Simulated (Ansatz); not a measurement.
Reaction: C3H4 (propa-1,2-diene, SMILES C=C=C) → C3H4 (SMILES C1CC=1)
Each species at its own B3LYP-D3(BJ)/def2-TZVP minimum (Ansatz, a program for electronic structure).

Wanted: isomerisation energy (electronic), in kcal/mol. Open shells are spin-unrestricted; no spin-orbit coupling. CBS(X,Y): correlation extrapolated as X^-3, Hartree-Fock from the larger set (Q,5: extrapolated as (X+1)exp(-9√X)). A bracket is a step between two methods taken in the basis named. Functionals run without relativity, which enters their misses. Double hybrids freeze cores in their MP2 part. 'core' is core correlation in cc-pwCVTZ, 'X2C' scalar relativity in cc-pVTZ-DK, both at CCSD(T).

CCSD(T)/CBS(cc-pVQZ,cc-pV5Z) + [CCSDT(Q) - CCSD(T)]/cc-pVDZ + core + X2C (Ansatz) gives 22.0 kcal/mol.

Question: What does PBE/def2-TZVPD (Ansatz) give here, and how do the other levels compare?

Answer: PBE gives 22.3 kcal/mol, 0.3 kcal/mol above it. Differences of the others: B3LYP/def2-TZVPD (Ansatz) 3.7; PBE0/def2-TZVPD (Ansatz) -1.3; wB97M-V/def2-TZVPD (Ansatz) -0.1; B2PLYP/def2-TZVPD (Ansatz) 1.9; CCSD(T)/CBS(cc-pVQZ,cc-pV5Z) + core + X2C (Ansatz) -0.2 kcal/mol. Nearer than PBE: wB97M-V/def2-TZVPD, CCSD(T)/CBS(cc-pVQZ,cc-pV5Z) + core + X2C.
